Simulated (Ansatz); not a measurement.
# SiH3+ (SMILES [SiH3+]): functionals against CCSD(T) at one geometry

One table from this session's results is given with a row withheld; the runs are named, their logs left out.

The runs use Ansatz 0.2.0, Gaussian basis; single points in def2-TZVPP.

Cores are frozen in the correlated methods.

### Starting geometry

SMILES `[SiH3+]`, 4 atoms, charge 1, spin multiplicity 1.

Atoms are counted from 1 here; the program's logs count them from 0.

Bond lengths: Si1–H2 1.405 Å, Si1–H3 1.565 Å, Si1–H4 1.479 Å. Angles: H2–Si1–H3 125.9°, H2–Si1–H4 116.8°, H3–Si1–H4 117.2°.

As a file:

```
Si    0.02810    0.01820    0.07710
H     0.67940    0.76130    1.07660
H    -0.17050   -1.53410    0.07010
H    -0.58150    0.78380   -1.03240
```

Set-up of the first run:

Contents of run/in.yaml:

```yaml
crystal:
  periodic: [false, false, false]
  atoms:
    - {symbol: Si, position_ang: [0.028100, 0.018200, 0.077100]}
    - {symbol: H, position_ang: [0.679400, 0.761300, 1.076600]}
    - {symbol: H, position_ang: [-0.170500, -1.534100, 0.070100]}
    - {symbol: H, position_ang: [-0.581500, 0.783800, -1.032400]}
basis:
  gaussian: {orbitals: def2-TZVPP}
total_charge: 1
correlation: {method: ccsd_t}
output: {forces: true}
```

The command line of these runs was not kept.

Among the steps run: CCSD(T)/def2-TZVPP; PBE0-D4/def2-TZVPP; wB97M-V/def2-TZVPP; r2SCAN-D4/def2-TZVPP; PBE-D4/def2-TZVPP; B97M-V/def2-TZVPP; LC-wPBE/def2-TZVPP.

One of the session's tables, all rows but one given; the rest of the session is left out.

```
   method  RMS force component (eV/Å)  angle to CCSD(T) forces (°)
  CCSD(T)                       0.981                    reference
  PBE0-D4                       0.982                          4.3
  wB97M-V                           ?                            ?
r2SCAN-D4                       0.975                          3.1
   PBE-D4                       0.971                         10.2
   B97M-V                       0.931                          0.5
  LC-wPBE                       1.001                          0.8
```

**Question.** Estimate the row for wB97M-V.

**Answer.** RMS force component (eV/Å): 0.982; angle to CCSD(T) forces (°): 2.6.
